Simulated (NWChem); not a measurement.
## Atomisation of acetylene (C₂H₂)

SMILES: C#C
```xyz
4

C      0.0000     0.0000    -0.6045
C      0.0000     0.0000     0.6045
H      0.0000     0.0000    -1.6789
H      0.0000     0.0000     1.6789
```
Charge 0, spin multiplicity 1.

Program: NWChem. The geometry was optimised at B3LYP/def2-SVP, a minimum by its harmonic frequencies.

Basis set: def2-TZVP. The atomisation energy is electronic alone: no zero-point, thermal, spin-orbit or counterpoise terms. No value is extrapolated to the basis-set limit. Free atoms are single determinants with multiplicities C 3, H 2. Correlated methods freeze the same cores in atoms and molecule, 2 orbitals in all.

B3LYP has NWChem's definition, with VWN1-RPA local correlation. The stability of the SCF solutions was not checked. Open-shell Hartree-Fock references start from PBE0 orbitals. No row is a measurement; the coupled-cluster row has its own basis-set and correlation limits.

Q: For the atomisation energy, LDA (SVWN5) gives 458.9 kcal/mol and BHandHLYP gives 386.6 kcal/mol. What do CCSD(T), PBE, MP2 give?

A: CCSD(T): 390.6 kcal/mol; PBE: 414.2 kcal/mol; MP2: 400.5 kcal/mol.
